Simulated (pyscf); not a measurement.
H₃Si–InH–PH₂ -> H₂P–In [singlet] + silane (SiH₄), a 1,1-elimination (singlet surface; In–Si, H–In broken, H–Si formed). Single points on ωB97X-D3(BJ)/def2-SVP structures (PySCF, gas phase). Correlated levels are frozen-core, on RHF or UHF. ΔMP2 is the change of the MP2 total energy from the triple- to the quadruple-zeta basis. Energies in kJ/mol from the reactant's lowest minimum found.

AM1 to PM7: differences of heats of formation from MOPAC, which are fitted to 298 K values and so differ in kind from electronic energies by zero-point and thermal terms. 

Problem. Quick AM1 single points give ΔE‡ = 165.3 kJ/mol and ΔE = +10.1 kJ/mol. What does CCSD(T)/def2-TZVPP + ΔMP2(QZVPP) give, and how far is the quick result from it?

Solution. CCSD(T)/def2-TZVPP + ΔMP2(QZVPP) gives ΔE‡ = 138.5 kJ/mol and ΔE = +3.5 kJ/mol. AM1 lies 26.8 kJ/mol over it in the barrier and 6.6 kJ/mol over it in the reaction energy, so on this step it does not hold to within 12.6 kJ/mol. CCSD(T)/def2-TZVPP + ΔMP2(QZVPP) has limits of its own. On the product side the descent ends in a complex (not fully relaxed), 25.7 kJ/mol under the separated species and 148.6 kJ/mol under the saddle at ωB97X-D3(BJ)/def2-TZVP. At ωB97X-D3(BJ)/def2-TZVP the barrier from the zero used here is 155.1 kJ/mol. This is the saddle that the search found; another between the same sides may lie lower. The CCSD(T) − MP2 part came from Ansatz, without density fitting, on the same reference. The frozen core leaves the outer d or s,p core shells of the metals and heavy elements correlated in the MP2 and CC values, and def2-TZVPP describes them poorly, which can shift differences by a few kcal/mol. In the def2 sets elements past Kr carry core potentials, without spin-orbit coupling.
